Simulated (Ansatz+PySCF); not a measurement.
A calculation with PySCF 2.14.0.

```python
from pyscf import gto, scf, cc

mol = gto.M(atom="""
C 0.000000 0.000000 0.000000
F 0.794540 1.059380 2.293630
""", basis='sto-3g', charge=0, spin=1)
mf = scf.UHF(mol)
mf.kernel()
mycc = cc.CCSD(mf, frozen=2).run()
et = mycc.ccsd_t()
print(mf.e_tot, mycc.e_corr, et, mycc.e_tot + et)
```

The script is written out from the run's settings.

Results

```yaml
Converged: yes
Reference_energy: -134.93126 hartree
CCSD_correlation_energy: -0.27655 hartree
Triples_correction: -0.00032 hartree
Total_energy: -135.20812 hartree
Spin_squared_of_the_determinant: 0.752
```

The reference isn't the lowest determinant (another lies 6.95 eV lower), but the same method gives a higher total on the lower determinant. Caution: bonds are stretched, where a single reference can fail.
